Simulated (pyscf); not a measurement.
Optimised with ωB97X-D3(BJ)/def2-SVP in PySCF.

Task: What is the homolytic dissociation enthalpy (298 K, ωB97M-D3(BJ)/def2-TZVP) of the C–S bond of H₃C–S–CH(CH₃)–CH₃, to H₃C–S• + H₃C–CH•–CH₃?

Result: C–S to H₃C–S• + H₃C–CH•–CH₃: 3.04 eV. The 7 functionals that were run give +2.72 (r²SCAN) to +3.09 eV (ωB97X-D3(BJ)). Other isomers of H₃C–S•, H₃C–CH•–CH₃ were not searched in full and may lie lower.
